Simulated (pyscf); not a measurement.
**Insertion: O=Si: [singlet] + HCl -> O=SiH–Cl**

Gas phase, singlet surface, charge 0. Bonds broken: Cl3–H4. Bonds formed: Si1–Cl3, Si1–H4. Single points on ωB97X-D3(BJ)/def2-SVP structures (PySCF, gas phase). MP2 and CC: frozen core, UHF for open shells. ΔMP2 is the change of the MP2 total energy from the triple- to the quadruple-zeta basis.

Transition state (Å):

```xyz
4

Si     0.7028    -0.3515    -0.3212
O      1.9798     0.4509    -0.5129
Cl     0.1651    -1.1908     1.8490
H     -0.4968    -1.2141     0.3114
```

One imaginary mode, 1426i cm⁻¹; descent along it reached the two sides named.

```tsv
bond	change	reactant side (Å)	saddle	product side
Cl3–H4	breaks	1.285	1.674	2.9
Si1–Cl3	forms	3.2	2.388	2.030
Si1–H4	forms	3.6	1.607	1.476
```

Electronic energies relative to the separated reactants (kJ/mol):

```tsv
level	barrier	reaction energy	reverse barrier
ωB97X-D3(BJ)/def2-TZVP	144.0	-133.2	277.2
PBE/def2-TZVP	100.5	-114.9	215.4
r²SCAN/def2-TZVP	108.4	-133.9	242.3
B3LYP-D3(BJ)/def2-TZVP	133.5	-112.8	246.3
PBE0-D3(BJ)/def2-TZVP	121.6	-126.8	248.4
M06-2X/def2-TZVP	152.9	-111.6	264.5
ωB97M-D3(BJ)/def2-TZVP	158.6	-102.5	261.2
HF/def2-TZVP	228.8	-107.3	336.1
MP2/def2-QZVPP	150.0	-114.9	264.9
CCSD/def2-TZVPP	181.5	-98.6	280.1
CCSD(T)/def2-TZVPP	165.2	-98.1	263.3
CCSD(T)/def2-TZVPP + ΔMP2(QZVPP)	159.1	-102.5	261.6
```

With CCSD(T)/def2-TZVPP + ΔMP2(QZVPP) energies and thermal terms (ideal gas, 1 atm, RRHO with modes under 100 cm⁻¹ raised to 100, one conformer, R ln 2 for rigid chiral ones), in kJ/mol:

```csv
T (K),ΔH‡,ΔG‡,ΔH,ΔG
298,152.9,187.4,-98.3,-61.5
600,152.4,222.7,-98.4,-24.0
900,152.9,257.8,-96.6,+12.9
1200,153.6,292.6,-94.3,+49.1
```

The same reactants have a lower exit, to HO–Si:–Cl [singlet] (barrier +4.8 kJ/mol at ωB97M-D3(BJ), against +158.6 kJ/mol here). O=SiH–Cl lies 64.8 kJ/mol over its isomer HO–Si:–Cl [singlet], and others may lie lower still (electronic energy, ωB97M-D3(BJ)). This is the saddle that the search found; another between the same sides may lie lower. The CCSD(T) − MP2 part came from Ansatz, without density fitting, on the same reference.
